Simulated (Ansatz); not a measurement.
Geometry optimisation, RKS PBE-D4/def2-mTZVP (Ansatz).

Input file:

```yaml
crystal:
  periodic: [false, false, false]
  atoms:
    - { symbol: Al, position_ang: [0.0, 0.0, 0.0] }
    - { symbol: H, position_ang: [0.0, 0.0, 1.91] }
    - { symbol: H, position_ang: [1.351, 0.0, -0.78] }
    - { symbol: H, position_ang: [-1.351, 0.0, -0.78] }
    - { symbol: "N", position_ang: [0.0928, -2.1047, 0.7] }
    - { symbol: H, position_ang: [-0.4256, -2.8627, 0.1705] }
    - { symbol: H, position_ang: [0.6555, -2.3517, 1.5637] }
    - { symbol: H, position_ang: [0.0453, -1.027, 1.8385] }
basis:
  gaussian: { orbitals: def2-mTZVP }
hamiltonian:
  xc: pbe
  dispersion: d4
relax:
  f_tol: 0.15
  max_steps: 25
  restrain:
    - { distance: [0, 4], at: 1.92, k: 30.0 }
    - { distance: [7, 1], at: 0.66, k: 30.0 }
    - { distance: [0, 1], at: 2.76, k: 30.0 }
    - { distance: [7, 4], at: 2.26, k: 30.0 }
```

Command:

```bash
$ ansatz run input.yaml --threads 1 --pin off --max-ram 2048MiB --backend cpu --events-out ev --progress --plain --runs-dir out
```

Task: Where does it end, and by what steps?

Result: The run converged. The restraints hold the end off the free minimum. After 9 steps the energy has fallen by 2.513 eV (the restraints' own energy left out); H7 moved furthest, 0.87 Å. Joined: H2–H8.

```tsv
step	energy less start (eV)	largest force component (eV/Å)	accepted
0	0.0000	3.321	yes
1	-0.5248	4.432	yes
2	-1.2645	4.079	yes
3	-2.0065	2.643	yes
4	-2.3148	1.675	yes
5	-2.3988	1.524	yes
6	-2.4641	1.577	yes
7	-2.4939	1.567	yes
8	-2.5066	1.606	yes
9	-2.5133	1.635	yes
```

```xyz
8
Properties=species:S:1:pos:R:3
Al 0.078 -0.538 -0.336
H -0.111 0.155 2.331
H 1.458 0.241 -0.491
H -1.342 -0.018 -0.839
N 0.100 -2.192 0.538
H -0.697 -2.825 0.564
H 0.953 -2.672 0.817
H -0.071 -0.498 2.039
```

Time of the run: 15 s on 1 thread of Intel(R) Xeon(R) Platinum 8259CL CPU @ 2.50GHz (Skylake/Cascade Lake), on a shared host, peak memory 0.13 GiB.
